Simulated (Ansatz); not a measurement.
## Extrapolating MP2 to the basis-set limit: CH3N (methanimine)

The species is CH3N (5 atoms), meant as a singlet with charge 0. As SMILES, `C=N`. The shape is that of a PBE0-D4/def2-TZVP optimisation.

MP2 energies, 2 core orbitals frozen (Ansatz 0.2.0):

```tsv
basis	X	functions	Hartree–Fock (Eh)	correlation (Eh)
cc-pVDZ-DK	2	43	-94.082858	-0.300848
cc-pVTZ-DK	3	102	-94.111344	-0.370801
cc-pVQZ-DK	4	200	-94.118547	-0.395216
```

The correlation energy converges as X⁻³, the Hartree–Fock energy about exponentially.

Q: Extrapolate to the complete basis.

A: 
1. Correlation: E(∞) = (4³ E(4) − 3³ E(3))/(4³ − 3³) = (64 × (-0.395216) − 27 × (-0.370801))/37 = -0.413032 Eh.
2. Hartree–Fock: successive steps shrink by 0.253; summing the geometric tail gives -94.118547 + (-0.007203) × 0.253/(1 − 0.253) = -94.120985 Eh.
3. Total: -94.120985 + (-0.413032) = -94.534017 Eh.
4. cc-pVQZ-DK holds 95.7 % of the extrapolated correlation energy, cc-pVTZ-DK 89.8 %.

This is an estimate of the method's limit, not an exact energy.
